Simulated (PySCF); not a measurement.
**NMR data sheet: isobutyric acid**

```
Formula                               : C4H8O2
SMILES                                : CC(C)C(=O)O
Point group of the computed structure : C1
Degrees of unsaturation               : 1
Carbon signals                        : 3
Proton signals                        : 3
```

Molfile (atoms numbered from 1):
```
C4H8O2
     RDKit          3D

 14 13  0  0  0  0  0  0  0  0999 V2000
   -1.4874    0.5061    0.2056 C   0  0  0  0  0  0  0  0  0  0  0  0
   -0.1490    0.0818   -0.3698 C   0  0  0  0  0  0  0  0  0  0  0  0
    0.0637   -1.4296   -0.2640 C   0  0  0  0  0  0  0  0  0  0  0  0
    0.9865    0.7728    0.3413 C   0  0  0  0  0  0  0  0  0  0  0  0
    0.9588    1.1996    1.4639 O   0  0  0  0  0  0  0  0  0  0  0  0
    2.0925    0.8349   -0.4231 O   0  0  0  0  0  0  0  0  0  0  0  0
   -2.2975   -0.0228   -0.3007 H   0  0  0  0  0  0  0  0  0  0  0  0
   -1.6515    1.5786    0.0888 H   0  0  0  0  0  0  0  0  0  0  0  0
   -1.5350    0.2775    1.2714 H   0  0  0  0  0  0  0  0  0  0  0  0
   -0.0836    0.3630   -1.4253 H   0  0  0  0  0  0  0  0  0  0  0  0
    1.0183   -1.7307   -0.6983 H   0  0  0  0  0  0  0  0  0  0  0  0
   -0.7346   -1.9545   -0.7924 H   0  0  0  0  0  0  0  0  0  0  0  0
    0.0428   -1.7461    0.7816 H   0  0  0  0  0  0  0  0  0  0  0  0
    2.7785    1.2482    0.1198 H   0  0  0  0  0  0  0  0  0  0  0  0
  1  2  1  0
  2  3  1  0
  2  4  1  0
  4  5  2  0
  4  6  1  0
  1  7  1  0
  1  8  1  0
  1  9  1  0
  2 10  1  0
  3 11  1  0
  3 12  1  0
  3 13  1  0
  6 14  1  0
M  END
```

[PySCF: GIAO B97-2/pcSseg-2 shieldings; geometry from PBE0-D3(BJ)/def2-TZVP; single conformer; non-relativistic; one averaged value for each set of equivalent atoms; isolated molecule]

Chemical shifts δ = σref − σ; 1H (σref 31.64), 13C (σref 185.38) against TMS; 17O (σref 327.66) vs H2O, all at this level.

| carbon | δC, type | δH (multiplicity) | HMBC from (2–3 bonds) | span of the C tensor (ppm) |
| --- | --- | --- | --- | --- |
| C1/C3 | 21.7, CH3 | 1.18 (d) | H10, H7/H8/H9/H11/H12/H13 | 36 |
| C2 | 37.1, CH | 2.61 (sept) | H7/H8/H9/H11/H12/H13 | 28 |
| C4 | 184.7, C | – | H10, H7/H8/H9/H11/H12/H13 | 175 |

Other nuclei:
| atoms | nucleus | environment | δ (ppm) | σ (ppm) |
| --- | --- | --- | --- | --- |
| H14 | 1H | hydrogen on an acid hydroxyl oxygen | 5.85 | 25.78 |
| O5 | 17O | carbonyl oxygen | 404.7 | -77.0 |
| O6 | 17O | acid hydroxyl oxygen | 204.8 | 122.8 |

- Carbon types of the structure: 1 × C, 1 × CH, 2 × CH3, leaving 1 H on heteroatoms.
- δC 184.7: carboxylic acid carbon; it is a carbonyl in resonance with an O or N lone pair, the region of acids, esters and amides.
- δC 37.1: sp3 CH α to a carbonyl; the adjacent C=O deshields it moderately.
- δC 21.7: methyl carbon; a saturated carbon with 1 carbon neighbour and no heteroatom attached.
- δH 5.85: hydrogen on an acid hydroxyl oxygen; exchangeable; this is the value without hydrogen bonding to other molecules.
- δH 2.61: hydrogen on an sp3 CH α to a carbonyl; α to C=O.

The OH or NH signal is concentration- and solvent-dependent in practice; the value given is the gas-phase one. Shifts are as computed. Against solution values, carbons near 30 ppm lie about +3 ppm off and those near 130 ppm about +7 ppm. Of 1211 compounds with measured shifts, 218 miss one by over three times the rms of a fit or turn the order of signals round; such compounds aren't used in these exercises. In solution the two oxygens of a carboxylic acid exchange roles by proton transfer and give one 17O line. Hydrogen bonding in solution shields acid and N–H amide carbonyl oxygens by tens of ppm. The C=O carbon of an acid or of an amide with N–H lies up to 10 ppm further downfield in solution, through hydrogen bonding that the calculation lacks. Unscaled 17O shifts of doubly bonded oxygen tend to come out too high, by tens of ppm or more. Experimental scales use liquid or dissolved standards, which lie at an offset from isolated H2O (liquid H2O: subtract about 36 ppm). No couplings were computed; multiplicities are counted from neighbouring protons, with m where these are inequivalent, close in shift, in a saturated or five-membered ring or joined by F or P, and br s for small geminal =CH2 splittings.
